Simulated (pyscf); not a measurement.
## Four-centre exchange: HO–Si(OH)(OH)–F + ammonia (NH₃) → H₂N–Si(OH)(OH)–OH + hydrogen fluoride (HF)

Gas phase, singlet surface, charge 0. Bonds broken: Si2–F5, N9–H10. Bonds formed: Si2–N9, F5–H10. Single points on ωB97X-D3(BJ)/def2-SVP structures (PySCF, gas phase).

Transition state (Å):

```xyz
12

O      0.3178     1.7516    -0.3713
Si    -0.6392     0.4164    -0.1744
O      0.3147    -0.9056    -0.3816
O     -2.0104     0.6624    -1.0463
F     -2.0015    -1.2714     0.6087
H      0.6708     1.9022    -1.2538
H     -0.2479    -1.6715    -0.1736
H     -2.5901    -0.0920    -0.8432
N     -1.0259     0.6056     1.6302
H     -1.6364    -0.3252     1.5684
H     -1.5606     1.4435     1.8618
H     -0.2143     0.5350     2.2449
```

One imaginary mode, 280i cm⁻¹; descent along it reached the two sides named, in the forms told below.

```csv
bond,change,reactant side (Å),saddle,product side
Si2–F5,breaks,1.718,2.306,2.9
N9–H10,breaks,1.020,1.115,1.657
Si2–N9,forms,1.984,1.855,1.763
F5–H10,forms,2.270,1.396,0.974
```

Electronic energies relative to the separated reactants (eV):

```csv
level,barrier,reaction energy,reverse barrier
ωB97X-D3(BJ)/def2-TZVP,0.75,+0.89,-0.14
PBE/def2-TZVP,0.65,+0.93,-0.28
r²SCAN/def2-TZVP,0.73,+0.98,-0.25
B3LYP-D3(BJ)/def2-TZVP,0.79,+0.94,-0.15
PBE0-D3(BJ)/def2-TZVP,0.69,+0.88,-0.19
M06-2X/def2-TZVP,0.87,+0.91,-0.05
ωB97M-D3(BJ)/def2-TZVP,0.78,+0.92,-0.14
HF/def2-TZVP,1.57,+1.06,0.51
```

With ωB97M-D3(BJ)/def2-TZVP energies and thermal terms (ideal gas, 1 atm, RRHO with modes under 100 cm⁻¹ raised to 100, one conformer, R ln 2 for chiral ones without a mode under 150 cm⁻¹), in eV:

```
T (K)   ΔH‡   ΔG‡     ΔH     ΔG
-----  ----  ----  -----  -----
298    0.81  1.33  +0.89  +0.92
600    0.79  1.87  +0.93  +0.93
900    0.81  2.41  +0.95  +0.92
1200   0.83  2.94  +0.97  +0.91
```

On the reactant side the descent ends in an adduct with a N–Si contact, 0.10 eV over the separated species and 0.65 eV under the saddle at ωB97X-D3(BJ)/def2-TZVP. On the product side the descent ends in a bound adduct, 0.57 eV under the separated species and 0.44 eV under the saddle at ωB97X-D3(BJ)/def2-TZVP. At ωB97X-D3(BJ)/def2-TZVP, PBE, r²SCAN, B3LYP-D3(BJ), PBE0-D3(BJ), M06-2X, ωB97M-D3(BJ) the saddle lies under the separated products, which points to a path from their complex (located at ωB97X-D3(BJ) alone), and parting the products costs more than the saddle. What is counted as formed (N–Si) is already present as a longer contact in the reactant adduct; forming that adduct is a step of its own. This is the saddle that the search found; another between the same sides may lie lower.
